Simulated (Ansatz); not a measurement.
Barrier from CH3 (SMILES [CH3], doublet) + H2 (molecular hydrogen, SMILES [H][H]) to the saddle point below; all geometries are those of the HTBH38 set.
```
C
H 1 1.0831
H 1 1.0831 2 114.76
H 1 1.0831 2 114.76 3 136.09
H 1 1.3826 2 103.46 3 -111.96
H 5 0.9041 4 147.20 1 180.00
```
Charge 0, spin multiplicity 2.

Wanted: barrier height (electronic, no zero-point energy), in kcal/mol. Open shells are spin-unrestricted; no spin-orbit coupling. CBS(X,Y): correlation extrapolated as X^-3, Hartree-Fock from the larger set. A bracket is a step between two methods taken in the basis named. The functionals are non-relativistic, so their misses hold any scalar relativity. Double hybrids freeze cores in their MP2 part. '+ core + X2C': CCSD(T) terms for core correlation (cc-pwCVTZ) and scalar relativity (cc-pVTZ-DK). For partners of very few electrons the exact lower level stands in for a higher one. The UHF reference of CH5 (saddle point or complex, doublet) is spin-contaminated (<S^2> up to 0.04 over the pure value in the sets run).

Published benchmark value: 12.1 kcal/mol (Zhao et al., J. Phys. Chem. A 109, 2012 (2005), HTBH38), a best estimate, not a measurement.

Q: What does PBE/def2-TZVPD (Ansatz, a quantum-chemistry and plane-wave program) give here, and how do the other levels compare?

A: PBE gives 3.9 kcal/mol, 8.2 kcal/mol below it. Differences of the others: B3LYP/def2-TZVPD (Ansatz) -3.3; PBE0/def2-TZVPD (Ansatz) -5.1; wB97M-V/def2-TZVPD (Ansatz) -1.9; B2PLYP/def2-TZVPD (Ansatz) -1.7; CCSD(T)/CBS(aug-cc-pVTZ,aug-cc-pVQZ) + core + X2C (Ansatz) -0.2; CCSD(T)/CBS(aug-cc-pVTZ,aug-cc-pVQZ) + [CCSDT(Q) - CCSD(T)]/aug-cc-pVDZ + core + X2C (Ansatz) -0.4 kcal/mol. Nearer than PBE: B3LYP/def2-TZVPD, PBE0/def2-TZVPD, wB97M-V/def2-TZVPD, B2PLYP/def2-TZVPD, CCSD(T)/CBS(aug-cc-pVTZ,aug-cc-pVQZ) + core + X2C, CCSD(T)/CBS(aug-cc-pVTZ,aug-cc-pVQZ) + [CCSDT(Q) - CCSD(T)]/aug-cc-pVDZ + core + X2C.
